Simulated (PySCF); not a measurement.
N-phenylpyrrole, C10H9N.
Numbering: `[cH:1]1[cH:2][cH:3][c:4](-[n:5]2[cH:6][cH:7][cH:8][cH:9]2)[cH:10][cH:11]1` (hydrogens: H12 on C1; H13 on C2; H14 on C3; H15 on C6; H16 on C7; H17 on C8; H18 on C9; H19 on C10; H20 on C11)

Computed by this run: PBE0-D3(BJ)/def2-SVP geometry optimisation, gas phase (PySCF); density fitting, grid level 1; the optimiser is geomeTRIC in internal coordinates, started from a GFN2-xTB structure with every atom displaced at random (about 0.01 Å).

Step 0: E = -11983.9990 eV
```
atom  x, y, z in Å  |  force x, y, z in eV/Å
C1     -3.8033    0.2035   -0.7050   -1.909   0.300   0.394
C2     -3.1921    0.7280    0.4100   -0.257   0.129   0.407
C3     -1.8296    0.8427    0.4335    1.861   0.286   0.343
C4     -1.0178    0.4601   -0.6643   -2.983  -0.276   0.139
N5      0.3396    0.5529   -0.6390    1.501   1.079   0.943
C6      1.2175   -0.2809   -1.2471    0.700  -0.698  -0.468
C7      2.5025    0.1154   -0.9561   -1.070   0.595   0.204
C8      2.4053    1.2714   -0.1473   -1.255  -0.205   0.146
C9      1.0585    1.5114    0.0661    0.693  -0.663  -0.701
C10    -1.6997   -0.0444   -1.7789    0.631  -0.025  -0.277
C11    -3.0832   -0.1597   -1.7987    0.763  -0.419  -0.808
H12    -4.8937    0.1374   -0.7197   -0.039  -0.100  -0.042
H13    -3.7926    1.0416    1.2647    0.057  -0.004   0.088
H14    -1.3323    1.2193    1.3341   -0.049  -0.019  -0.062
H15     0.8763   -1.1413   -1.8089   -0.109  -0.125  -0.080
H16     3.3984   -0.3370   -1.2786    1.078  -0.694  -0.478
H17     3.2046    1.8520    0.2533    0.666   0.470   0.303
H18     0.5663    2.3073    0.5825   -0.367   0.481   0.323
H19    -1.1218   -0.3351   -2.6527    0.073  -0.020  -0.200
H20    -3.5904   -0.5373   -2.6833    0.017  -0.093  -0.174
```

Step 1: E = -11984.1943 eV
```
atom  x, y, z in Å  |  force x, y, z in eV/Å
C1     -3.8460    0.2302   -0.7115    0.221  -0.105  -0.146
C2     -3.2039    0.7229    0.4208    0.108   0.079   0.087
C3     -1.8134    0.8302    0.4627   -0.351  -0.060  -0.098
C4     -1.0650    0.4543   -0.6536    0.735   0.064   0.119
N5      0.3515    0.5545   -0.6114   -0.373  -0.087  -0.189
C6      1.2314   -0.3115   -1.2253   -0.176   0.133   0.086
C7      2.5079    0.1166   -0.9556    0.317  -0.175  -0.071
C8      2.4051    1.2855   -0.1525    0.196   0.113   0.025
C9      1.0678    1.5329    0.0370   -0.183   0.047   0.123
C10    -1.6976   -0.0301   -1.8000   -0.129  -0.043   0.008
C11    -3.0831   -0.1530   -1.8180   -0.130   0.063   0.057
H12    -4.9296    0.1304   -0.7338   -0.125   0.018   0.003
H13    -3.7885    1.0182    1.2938   -0.023   0.005   0.044
H14    -1.3145    1.1792    1.3657    0.052   0.014   0.041
H15     0.8657   -1.1809   -1.7642    0.018  -0.031  -0.010
H16     3.4272   -0.3740   -1.2894   -0.170   0.099   0.068
H17     3.2276    1.8879    0.2370   -0.093  -0.049  -0.057
H18     0.5561    2.3462    0.5522    0.073  -0.080  -0.051
H19    -1.1064   -0.2978   -2.6763    0.021   0.008  -0.013
H20    -3.5796   -0.5346   -2.7128    0.012  -0.013  -0.024
```

Task: Estimate the geometry and energy of step 2. (The exact step hangs on the optimiser's Hessian estimate; all steps are aligned on step 1, rigid shifts and turns removed.)

Result: E = -11984.1952 eV, largest force 0.286 eV/Å
```
atom  x, y, z in Å  |  force x, y, z in eV/Å
C1     -3.8471    0.2339   -0.7195   -0.144  -0.037  -0.048
C2     -3.2238    0.7214    0.4274    0.153  -0.054  -0.174
C3     -1.8346    0.8174    0.4718    0.142   0.094   0.230
C4     -1.0563    0.4486   -0.6294    0.036  -0.107  -0.180
N5      0.3531    0.5465   -0.6041   -0.061   0.036   0.153
C6      1.2359   -0.3152   -1.2152   -0.096  -0.146  -0.084
C7      2.5189    0.1129   -0.9651   -0.138   0.081   0.003
C8      2.4125    1.2938   -0.1779    0.021   0.003   0.090
C9      1.0737    1.5258    0.0379    0.035   0.092  -0.004
C10    -1.6924   -0.0294   -1.7794   -0.023  -0.045  -0.128
C11    -3.0787   -0.1448   -1.8211    0.025   0.055   0.134
H12    -4.9351    0.1457   -0.7572   -0.011   0.009   0.000
H13    -3.8157    1.0147    1.2980    0.024  -0.010  -0.018
H14    -1.3428    1.1626    1.3824    0.029   0.018   0.027
H15     0.8715   -1.1923   -1.7437    0.010  -0.019  -0.005
H16     3.4322   -0.3735   -1.3038   -0.027   0.012   0.000
H17     3.2310    1.9106    0.1882   -0.005   0.007   0.012
H18     0.5678    2.3371    0.5552    0.007   0.013  -0.002
H19    -1.0938   -0.2909   -2.6533    0.009  -0.003  -0.017
H20    -3.5637   -0.5178   -2.7264    0.015   0.000   0.010
```

The energy changes by -0.0009 eV. The first-order estimate −F·Δx gives -0.0202 eV and the mean of the old and new forces, exact on a quadratic surface, -0.0010 eV. The step makes an angle of 81° with the force vector and moves no atom by more than 0.054 Å.

The cost below is that of the whole optimisation. The run took 1.8 min wall, 4.6 min CPU on 2 threads of an Intel Xeon Platinum 8488C, no GPU, on a shared host, and the process peaked at 0.96 GiB of memory.
